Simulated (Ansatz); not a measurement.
The same path of AlH3O + CH4 (10 atoms, charge 0, multiplicity 1) was run 3 times with different band settings. Lost on the way: H5–C6. Made: Al1–C6, O2–H5.

Method: RKS B3LYP-D4/def2-SVP in Ansatz.

Relaxed end points:

```xyz
10
Properties=species:S:1:pos:R:3
Al -0.719 0.810 -1.081
O 0.864 1.398 -1.370
H -1.271 -0.426 -1.905
H -1.575 1.655 -0.064
H 0.898 -0.243 0.675
C 0.240 -0.886 1.279
H 1.498 1.019 -1.986
H 0.766 -1.827 1.494
H -0.010 -0.369 2.216
H -0.691 -1.131 0.742
```

```xyz
10
Properties=species:S:1:pos:R:3
Al -0.784 0.288 -0.459
O 1.068 1.083 -0.848
H -0.938 -0.393 -1.904
H -1.658 1.586 -0.150
H 1.738 0.879 -0.178
C -0.276 -0.872 1.065
H 1.422 0.797 -1.704
H 0.459 -1.654 0.800
H 0.132 -0.307 1.925
H -1.163 -1.405 1.453
```

Common settings: optimiser quadratic models (default); start path through a guess of the saddle point; force threshold 0.05 eV/Å; iteration limit 60; end points relaxed.

| run | movable images | climbing image | spring |
| --- | --- | --- | --- |
| 1 | 5 | yes | 5.0 eV/Å² |
| 2 | 5 | yes | 2.0 to 10.0 eV/Å², energy-weighted |
| 3 | 6 | no | 5.0 eV/Å² |

Q: What does each run give, and how far can it be trusted?

A: Run 1: converged after 12 iterations, highest image 1.422 eV above the first end. A vibrational analysis at the climbing image gives one clearly imaginary mode, 1296i cm⁻¹: a first-order saddle point.
Run 2: converged after 12 iterations, highest image 1.424 eV above the first end. Another band between the same ends (5 images) ends at a top of the same energy, where a vibrational analysis finds 1 clearly imaginary mode.
Run 3: converged after 9 iterations, highest image 1.322 eV above the first end. No image climbed, so the highest image needn't sit at the top of the path.
The orbitals stay closed-shell, which can raise the energy where a bond breaks towards radicals; this wasn't checked here.
